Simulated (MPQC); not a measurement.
**HNO3 (SMILES O=NOO): B3LYP/6-31G(d) (spherical functions), part 1 of 2**

Aim: the energy change on altering one bond length of HNO3 at B3LYP/6-31G* (spherical functions), from 2 runs. 

Program for the calculation: MPQC 2.3.1.

4 further runs of the same task are left out: 2 that didn't finish, 2 set aside as unsound or not needed.

### 1 The molecule

The species is HNO3 (5 atoms), meant as a singlet with charge 0. As SMILES, `O=NOO`. Geometry: relaxed at PBE0-D4/def2-TZVP. This is one conformer, not always the lowest.

Bond lengths: O1–N2 1.180 Å, N2–O3 1.353 Å, O3–O4 1.401 Å, O4–H5 0.984 Å. Angles: O1–N2–O3 114.6°, N2–O3–O4 114.1°, O3–O4–H5 101.0°.

### 2 The energy at B3LYP/6-31G(d) (spherical functions)

Input file mol.in:

```
molecule<Molecule>: (
    symmetry = c1
    unit = angstrom
    { atoms geometry } = {
        O  [ 0.136350 -0.835310 0.979060 ]
        N  [ -0.871770 -0.628300 0.400790 ]
        O  [ -0.775090 0.288530 -0.589000 ]
        O  [ 0.508600 0.826880 -0.747550 ]
        H  [ 1.001920 0.348200 -0.043280 ]
    }
)
basis<GaussianBasisSet>: (
    name = "6-31G*"
    molecule = $:molecule
    basisdir = "."
    puream = yes
)
mpqc: (
    checkpoint = no
    savestate = no
    restart = no
    do_energy = yes
    do_gradient = no
    optimize = no
    mole<CLKS>: (
        molecule = $:molecule
        basis = $:basis
        total_charge = 0
        memory = 1000000000
        print_evals = yes
        print_npa = yes
        maxiter = 120
        value_accuracy = 1e-08
        functional<StdDenFunctional>: ( name = "B3LYP" )
        integrator<RadialAngularIntegrator>: ( grid = xfine )
        guess_wavefunction<CLHF>: (
            molecule = $:molecule
            total_charge = 0
            memory = 1000000000
            value_accuracy = 1e-3
            basis<GaussianBasisSet>: (
                name = "3-21G"
                molecule = $:molecule
            )
        )
    )
)
```

The basis set 6-31G* is read from a file made from the Basis Set Exchange's data (not shown).

The run is started by

```console
$ mpqc mol.in > mol.out
```

Output:

```text
MPQC: Massively Parallel Quantum Chemistry
                                   Version 2.3.1

  Using IntegralV3 by default for molecular integrals evaluation

      CLSCF::init: total charge = 0

      docc = [ 16 ]
      nbasis = 38

  CLSCF::init: total charge = 0

  docc = [ 16 ]
  nbasis = 58

  Molecular formula HNO3

  MPQC options:
    matrixkit     = <ReplSCMatrixKit>
    restart       = no
    checkpoint    = no
    savestate     = no
    do_energy     = yes
    do_gradient   = no
    optimize      = no
    write_pdb     = no
    print_mole    = yes
    print_timings = yes

  SCF::compute: energy accuracy = 1.0000000e-08

  nuclear repulsion energy =  124.5052153766

  integral intermediate storage = 311851 bytes
  integral cache = 999660773 bytes
  Projecting guess wavefunction into the present basis set

      SCF::compute: energy accuracy = 1.0000000e-03

      nuclear repulsion energy =  124.5052153766

      integral intermediate storage = 49325 bytes
      integral cache = 999938819 bytes
      Starting from core Hamiltonian guess

      Using symmetric orthogonalization.
      n(basis):            38
      Maximum orthogonalization residual = 3.39058
      Minimum orthogonalization residual = 0.027058
      Beginning iterations.  Basis is 3-21G.
      iter     1 energy = -275.0055593887 delta = 1.95631e-01
      iter     2 energy = -277.6755061080 delta = 1.05425e-01
      iter     3 energy = -277.7785438201 delta = 2.19890e-02
      iter     4 energy = -277.8107263550 delta = 8.55818e-03
      iter     5 energy = -277.8122959312 delta = 3.17575e-03
      iter     6 energy = -277.8128854134 delta = 1.15232e-03

      HOMO is    16   A =  -0.490134
      LUMO is    17   A =   0.067821

      total scf energy = -277.8128854134

      Projecting the guess density.

        The number of electrons in the guess density = 32
        Using symmetric orthogonalization.
        n(basis):            58
        Maximum orthogonalization residual = 4.14141
        Minimum orthogonalization residual = 0.00681626
        The number of electrons in the projected density = 31.9402

  Beginning iterations.  Basis is 6-31G*.
  Integrated electron density error = -0.000231480362
  iter     1 energy = -280.6526383015 delta = 1.47143e-01
  Integrated electron density error = -0.000047631030
  iter     2 energy = -280.7839180076 delta = 2.74345e-02
  Integrated electron density error = -0.000051554450
  iter     3 energy = -280.7586722408 delta = 1.28429e-02
  Integrated electron density error = -0.000049427638
  iter     4 energy = -280.8212783556 delta = 8.58906e-03
  Integrated electron density error = -0.000024249451
  iter     5 energy = -280.8239972905 delta = 1.61318e-03
  Integrated electron density error = -0.000024302429
  iter     6 energy = -280.8240134533 delta = 3.36828e-04
  Integrated electron density error = -0.000024312132
  iter     7 energy = -280.8240301832 delta = 2.17653e-04
  Integrated electron density error = 0.000000071262
  iter     8 energy = -280.8240424168 delta = 9.34806e-05
  Integrated electron density error = 0.000000071254
  iter     9 energy = -280.8240424186 delta = 2.65798e-05
  Integrated electron density error = 0.000000071259
  iter    10 energy = -280.8240426533 delta = 1.43946e-05
  [... 79 further iterations ...]
  Integrated electron density error = 0.000000071298
  iter    90 energy = -280.8240426591 delta = 1.69067e-07
  Integrated electron density error = 0.000000071299
  iter    91 energy = -280.8240426591 delta = 1.67013e-07
  Integrated electron density error = 0.000000071298
  iter    92 energy = -280.8240426591 delta = 1.71714e-07
  Integrated electron density error = 0.000000071299
  iter    93 energy = -280.8240426591 delta = 1.34766e-07
  Integrated electron density error = 0.000000071298
  iter    94 energy = -280.8240426591 delta = 2.21787e-07
  Integrated electron density error = 0.000000071298
  iter    95 energy = -280.8240426591 delta = 1.92438e-07
  Integrated electron density error = 0.000000071298
  iter    96 energy = -280.8240426591 delta = 2.03215e-07
  Integrated electron density error = 0.000000071299
  iter    97 energy = -280.8240426591 delta = 1.98446e-07
  Integrated electron density error = 0.000000071298
  iter    98 energy = -280.8240426591 delta = 2.27693e-07
  Integrated electron density error = 0.000000071299
  iter    99 energy = -280.8240426591 delta = 1.44018e-07

  A
        1  -19.30175    2.00000
        2  -19.24907    2.00000
        3  -19.23893    2.00000
        4  -14.53523    2.00000
        5   -1.28657    2.00000
        6   -1.16446    2.00000
        7   -0.98244    2.00000
        8   -0.71059    2.00000
        9   -0.61596    2.00000
       10   -0.55092    2.00000
       11   -0.54753    2.00000
       12   -0.44184    2.00000
       13   -0.43651    2.00000
       14   -0.43589    2.00000
       15   -0.31885    2.00000
       16   -0.31001    2.00000
       17   -0.09464    0.00000
       18    0.00018    0.00000
       19    0.11497    0.00000
       20    0.15458    0.00000
       21    0.33161    0.00000
       22    0.60511    0.00000
       23    0.62603    0.00000
       24    0.62838    0.00000
       25    0.68842    0.00000
       26    0.70585    0.00000
       27    0.82094    0.00000
       28    0.82735    0.00000
       29    0.83623    0.00000
       30    0.88532    0.00000
       31    0.95416    0.00000
       32    0.97034    0.00000
       33    0.97828    0.00000
       34    1.09700    0.00000
       35    1.12602    0.00000
       36    1.22832    0.00000
       37    1.32229    0.00000
       38    1.40147    0.00000
       39    1.40992    0.00000
       40    1.53173    0.00000
       41    1.54359    0.00000
       42    1.61855    0.00000
       43    1.69123    0.00000
       44    1.76584    0.00000
       45    1.78091    0.00000
       46    1.80239    0.00000
       47    1.96959    0.00000
       48    2.07079    0.00000
       49    2.27407    0.00000
       50    2.30731    0.00000
       51    2.36037    0.00000
       52    2.44017    0.00000
       53    2.45282    0.00000
       54    2.60198    0.00000
       55    2.67875    0.00000
       56    2.79872    0.00000
       57    2.90648    0.00000
       58    3.01476    0.00000

  HOMO is    16   A =  -0.310011
  LUMO is    17   A =  -0.094642

  total scf energy = -280.8240426591
Value of the MolecularEnergy: -280.8240426591

  Closed Shell Kohn-Sham (CLKS) Parameters:
    Function Parameters:
      value_accuracy    = 9.997705e-12 (1.000000e-08) (computed)
      gradient_accuracy = 0.000000e+00 (1.000000e-06)
      hessian_accuracy  = 0.000000e+00 (1.000000e-04)

    Molecule:
      Molecular formula: HNO3
      molecule<Molecule>: (
        symmetry = c1
        unit = "angstrom"
        {  n atoms                        geometry                     }={
           1     O [    0.1363500000    -0.8353100000     0.9790600000]
           2     N [   -0.8717700000    -0.6283000000     0.4007900000]
           3     O [   -0.7750900000     0.2885300000    -0.5890000000]
           4     O [    0.5086000000     0.8268800000    -0.7475500000]
           5     H [    1.0019200000     0.3482000000    -0.0432800000]
        }
      )
      Atomic Masses:
         15.99491   14.00307   15.99491   15.99491    1.00783

    Electronic basis:
      GaussianBasisSet:
        nbasis = 58
        nshell = 26
        nprim  = 64
        name = "6-31G*"
    Natural Population Analysis:
       n   atom    charge     ne(S)     ne(P)     ne(D)
        1    O   -0.347121  3.734912  4.597257  0.014952
        2    N    0.382184  3.512992  3.087545  0.017279
        3    O   -0.082832  3.723730  4.347968  0.011134
        4    O   -0.429364  3.769122  4.649273  0.010969
        5    H    0.477133  0.522867

    SCF Parameters:
      maxiter = 120
      density_reset_frequency = 10
      level_shift = 0.000000

    CLSCF Parameters:
      charge = 0
      ndocc = 16
      docc = [ 16 ]

    Functional:
      Standard Density Functional: B3LYP
      Sum of Functionals:
        +0.2000000000000000 Hartree-Fock Exchange
        +0.8000000000000000
          Object of type SlaterXFunctional
        +0.7200000000000000
          Object of type Becke88XFunctional
        +0.1900000000000000
          Object of type VWN1LCFunctional
        +0.8100000000000001
          Object of type LYPCFunctional
    Integrator:
      RadialAngularIntegrator:
        Pruned xfine grid employed
                              CPU   Wall
mpqc:                      181.78 181.79
  NAO:                       0.00   0.00
  calc:                    181.76 181.77
    vector:                181.76 181.77
      density:               0.01   0.01
      evals:                 0.09   0.09
      extrap:                0.07   0.07
      fock:                180.90 180.91
        accum:               0.00   0.00
        init pmax:           0.00   0.00
        integrate:         152.06 152.06
        local data:          0.02   0.02
        setup:               0.00   0.00
        sum:                 0.00   0.00
        symm:                0.03   0.03
      vector:                0.05   0.05
        density:             0.00   0.00
        evals:               0.00   0.00
        extrap:              0.00   0.00
        fock:                0.04   0.04
          accum:             0.00   0.00
          ao_gmat:           0.04   0.04
          init pmax:         0.00   0.00
          local data:        0.00   0.00
          setup:             0.00   0.00
          sum:               0.00   0.00
          symm:              0.00   0.00
  input:                     0.01   0.01
```

Wall time 3 min (1 thread of Arm Neoverse V1, shared host); peak memory 0.5 GiB.

(Continued in part 2 of 2.)
